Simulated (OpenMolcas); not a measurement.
# doublet [Si2NH7]+: levels of theory compared

We compute a comparison of 6 runs (UHF/STO-3G, U-revPBE/6-31G*, UPBE/6-31G*, UTPSS/6-31G*, ROMP2/6-31G*, ROCCSD(T)/6-31G*) of doublet [Si2NH7]+. 

Program for the calculation: OpenMolcas 26.06.

1 further run of the same task is left out (set aside as unsound or not needed).

## (1) The system as given

[Si2NH7]+ has 10 atoms, charge +1, and is taken as a doublet. SMILES of the parent species: `[SiH3]N[SiH3]`. Geometry: relaxed at PBE0-D4/def2-TZVP. That shape belongs to the parent species and isn't relaxed for this state.

Bond lengths: Si1–N2 1.726 Å, N2–Si3 1.726 Å, Si1–H4 1.484 Å, Si1–H5 1.490 Å, Si1–H6 1.488 Å, N2–H7 1.011 Å, Si3–H8 1.484 Å, Si3–H9 1.488 Å, Si3–H10 1.490 Å. Some angles: Si1–N2–Si3 128.9°, Si1–N2–H7 115.5°, Si3–N2–H7 115.5°, N2–Si1–H4 107.4°, N2–Si1–H5 112.6°, N2–Si1–H6 110.9°, N2–Si3–H8 107.4°, N2–Si3–H9 110.9°, N2–Si3–H10 112.6°, H4–Si1–H5 109.0°.

## (2) The energy at UHF/STO-3G (run 1)

Contents of geom.xyz:

```xyz
10

Si    -1.042800     0.758390    -0.879990
N      0.119990     0.500410     0.368670
Si     0.995830    -0.935260     0.755390
H     -1.373610    -0.567260    -1.458240
H     -0.532280     1.645360    -1.962590
H     -2.274280     1.393560    -0.336440
H      0.361990     1.317290     0.912940
H      0.403090    -2.042290    -0.034740
H      0.897240    -1.243020     2.208320
H      2.444830    -0.827180     0.426680
```

Contents of test.input:

```
&GATEWAY
 BasLib=$CurrDir
 Coord=geom.xyz
 Basis=STO-3G
 Group=NoSym

&SEWARD

&SCF
 UHF
 Charge=1
 Spin=2
 Thresholds=1e-10 1e-07 1e-07 1e-05
 PrOrbitals=1 2
```

The basis set STO-3G is read from a file made from the Basis Set Exchange's data (not shown).

Run with:

```
$ export MOLCAS_MEM=1860
$ pymolcas test.input > test.log
```

Log:

```text
--- Start Module: gateway ---
[...]
--- Stop Module: gateway /rc=_RC_ALL_IS_WELL_ ---
--- Start Module: seward ---
[...]
      Basis functions           30
--- Stop Module: seward /rc=_RC_ALL_IS_WELL_ ---
[...]
--- Start Module: scf ---
[...]
       Convergence after  18 Iterations
[...]
::    Total SCF energy                               -628.8570263649
[...]
      Total spin, S                                     0.5066124175
[...]
      Total electronic charge=   41.000000
      Total            charge=    1.000000
[...]
      Dipole Moment (debye):
      Origin of the operator (angstrom)=    0.0038    0.0225    0.0186
                   X=  5.8107E-01               Y=  1.7521E+00               Z=  1.0903E+00           Total=  2.1439E+00
      Center of Charge (angstrom)
[...]
--- Stop Module: scf /rc=_RC_ALL_IS_WELL_ ---
[...]
```

Run time: 3.3 s. Hardware: 1 thread of Arm Neoverse N1, shared host; peak memory 0.37 GiB.

## (3) The energy at U-revPBE/6-31G(d) (spherical functions) (run 2)

Contents of mol.input:

```
&GATEWAY
BasLib=$CurrDir
Coord
10
bohr
Si    -1.97060640     1.43314940    -1.66294009
N      0.22674824     0.94563785     0.69668533
Si     1.88184597    -1.76738526     1.42748022
H     -2.59574670    -1.07196604    -2.75567422
H     -1.00586342     3.10927978    -3.70875759
H     -4.29776633     2.63344674    -0.63577946
H      0.68406196     2.48931733     1.72520657
H      0.76172970    -3.85936877    -0.06564909
H      1.69553787    -2.34896737     4.17312000
H      4.62005912    -1.56314366     0.80630834
Basis=6-31Gs
Group=NoSym
&SEWARD
GridInput
Grid=UltraFine
End of Grid
&SCF
UHF
Charge=1
Spin=2
KSDFT=revPBE
Thresholds=1e-10 1e-07 1e-07 1e-05
PrOrbitals=1 2
```

The basis set 6-31G* is read from a file made from the Basis Set Exchange's data (not shown).

Run with:

```
$ export MOLCAS_MEM=1860
$ pymolcas mol.input > mol.log
```

Log:

```text
--- Start Module: gateway ---
[...]
--- Stop Module: gateway /rc=_RC_ALL_IS_WELL_ ---
--- Start Module: seward ---
[...]
      Basis functions           64
--- Stop Module: seward /rc=_RC_ALL_IS_WELL_ ---
[...]
--- Start Module: scf ---
[...]
       Convergence after  21 Iterations
[...]
::    Total KS-DFT energy                            -637.4444042269
[...]
      Total spin, S                                     0.5020349627
[...]
      Total electronic charge=   41.000000
      Total            charge=    1.000000
[...]
      Dipole Moment (debye):
      Origin of the operator (angstrom)=    0.0038    0.0225    0.0186
                   X=  5.8408E-01               Y=  1.4135E+00               Z=  7.3594E-01           Total=  1.6973E+00
      Center of Charge (angstrom)
[...]
--- Stop Module: scf /rc=_RC_ALL_IS_WELL_ ---
[...]
```

Wall time 75 s (1 thread of Arm Neoverse N1, shared host); peak memory 0.4 GiB.

Run 3 isn't shown in full; the table further down has it.

## (4) The energy at UTPSS/6-31G(d) (spherical functions) (run 4)

Contents of job.inp:

```
* H7NSi2 Kohn-Sham DFT

&GATEWAY
 BasLib=$CurrDir
 Coord
 10
 bohr
 Si    -1.97060640     1.43314940    -1.66294009
 N      0.22674824     0.94563785     0.69668533
 Si     1.88184597    -1.76738526     1.42748022
 H     -2.59574670    -1.07196604    -2.75567422
 H     -1.00586342     3.10927978    -3.70875759
 H     -4.29776633     2.63344674    -0.63577946
 H      0.68406196     2.48931733     1.72520657
 H      0.76172970    -3.85936877    -0.06564909
 H      1.69553787    -2.34896737     4.17312000
 H      4.62005912    -1.56314366     0.80630834
 Basis=6-31Gs
 Group=NoSym

&SEWARD
 GridInput
 Grid=UltraFine
 End of Grid

&SCF
 UHF
 Charge=1
 Spin=2
 KSDFT=2
 1.0 MGGA_X_TPSS
 1.0 MGGA_C_TPSS
 Thresholds=1e-10 1e-07 1e-07 1e-05
 PrOrbitals=1 1
```

The basis set 6-31G* is read from a file made from the Basis Set Exchange's data (not shown).

Run with:

```
$ export MOLCAS_MEM=1860
$ pymolcas job.inp > job.log
```

Log:

```text
--- Start Module: gateway ---
[...]
--- Stop Module: gateway /rc=_RC_ALL_IS_WELL_ ---
--- Start Module: seward ---
[...]
      Basis functions           64
--- Stop Module: seward /rc=_RC_ALL_IS_WELL_ ---
[...]
--- Start Module: scf ---
[...]
       Convergence after  20 Iterations
[...]
::    Total KS-DFT energy                            -637.6553650825
[...]
      Total spin, S                                     0.5029209490
[...]
      Total electronic charge=   41.000000
      Total            charge=    1.000000
[...]
      Dipole Moment (debye):
      Origin of the operator (angstrom)=    0.0038    0.0225    0.0186
                   X=  6.0533E-01               Y=  1.5018E+00               Z=  8.0098E-01           Total=  1.8065E+00
      Center of Charge (angstrom)
[...]
--- Stop Module: scf /rc=_RC_ALL_IS_WELL_ ---
[...]
```

It took 2.1 min on 1 thread of Arm Neoverse N1, shared host; peak memory 0.4 GiB.

Run 5 isn't shown in full; the table further down has it.

## (5) A single-point energy at ROCCSD(T)/6-31G(d) (spherical functions) (run 6)

Contents of test.input:

```
* H7NSi2 CCSD(T)
>>> EXPORT MOLCAS_PRINT=2

&GATEWAY
  BasLib=$CurrDir
  Coord
  10
  angstrom
  Si      -1.042800       0.758390      -0.879990
  N        0.119990       0.500410       0.368670
  Si       0.995830      -0.935260       0.755390
  H       -1.373610      -0.567260      -1.458240
  H       -0.532280       1.645360      -1.962590
  H       -2.274280       1.393560      -0.336440
  H        0.361990       1.317290       0.912940
  H        0.403090      -2.042290      -0.034740
  H        0.897240      -1.243020       2.208320
  H        2.444830      -0.827180       0.426680
  Basis=6-31Gs
  Group=NoSym

&SEWARD

&SCF
  UHF
  Charge=1
  Spin=2
  Thresholds=1e-10 1e-07 1e-07 1e-05
  PrOrbitals=1 2

&RASSCF
  FileOrb=$Project.UnaOrb
  Spin=2
  Nactel=1 0 0
  Inactive=20
  Ras2=1
  OutOrbitals=Canonical
  OrbListing=Nothing

&MOTRA
  JobIph
  Frozen=11

&CCSDT
  CCT
  Triples=3
  Iterations=80
  Accuracy=1e-08
  Extrapolation=5 4
```

The basis set 6-31G* is read from a file made from the Basis Set Exchange's data (not shown).

Run with:

```
$ export MOLCAS_MEM=1860
$ pymolcas test.input > test.log
```

Log:

```text
--- Start Module: gateway ---
[...]
--- Stop Module: gateway /rc=_RC_ALL_IS_WELL_ ---
[...]
      Basis functions           64
[...]
       Convergence after  23 Iterations
[...]
::    Total SCF energy                               -636.0663986024
[...]
      Total spin, S                                     0.5070338637
[...]
      Number of active orbitals                  1
[...]
      Spin quantum number                      0.5
[...]
      Active orbitals                            1
[...]
      Number of CSFs                             1
[...]
      Number of root(s) required                 1
[...]
      Convergence after  8 iterations
[...]
      printout of CI-coefficients larger than  0.05 for root  1
      energy=    -636.061208
      conf/sym  1     Coeff  Weight
             1  u   1.00000 1.00000
      Natural orbitals and occupation numbers for root  1
      sym 1:   1.000000
      ************************************************************************************************************************
      *                                                    Final results                                                     *
[...]
::    RASSCF root number  1 Total energy:   -636.06120811
[...]
      Total electronic charge=   41.000000
      Total            charge=    1.000000
[...]
      Dipole Moment (debye):
      Origin of the operator (angstrom)=    0.0038    0.0225    0.0186
                   X=  6.2804E-01               Y=  1.9694E+00               Z=  1.2568E+00           Total=  2.4192E+00
      Center of Charge (angstrom)
[...]
--- Start Module: motra ---
[...]
--- Start Module: ccsdt ---
[...]
      Convergence after                    23  Iterations
      Total energy (diff) :    -636.40729207      -0.00000000
[...]
 METHOD                       : CCSD+T(CCSD)+<T3(1)WT1>+<T3(1)UT2> = CCSD(T)
[...]
       CCSD     =      -636.4072920684779
[...]
```

Run time: 26 s. Hardware: 1 thread of Arm Neoverse N1, shared host; peak memory 0.4 GiB.

## (6) All runs side by side

| run | level | integration grid | frozen core orbitals | energy (Eh) | HOMO energy (eV) | LUMO energy (eV) | ⟨S²⟩ | wall time |
| --- | --- | --- | --- | --- | --- | --- | --- | --- |
| 1 | UHF/STO-3G | – | – | -628.857026 | -16.74 | -2.58 | 0.763 | 3.3 s |
| 2 | U-revPBE/6-31G* (spherical functions) | UltraFine | – | -637.444404 | -13.19 | -12.14 | 0.754 | 75 s |
| 3 | UPBE/6-31G* (spherical functions) | UltraFine | – | -637.200792 | -13.18 | -12.16 | 0.754 | 66 s |
| 4 | UTPSS/6-31G* (spherical functions) | UltraFine | – | -637.655365 | -13.55 | -12.19 | 0.756 | 2.1 min |
| 5 | ROMP2/6-31G* (spherical functions) | – | 11 | -636.355044 | – | – | – | 9.9 s |
| 6 | ROCCSD(T)/6-31G* (spherical functions) | – | 11 | -636.415842 | – | – | – | 26 s |

## (7) What came out

```
             quantity          value
  run 6: total energy  -636.41584 Eh
run 6: (T) correction      -8.55 mEh
```

What this shows: Totals of different functionals can't be ranked against each other. In run 1 the basis is minimal, so the values are rough. All runs together took 5.1 min, the longest 2.1 min.
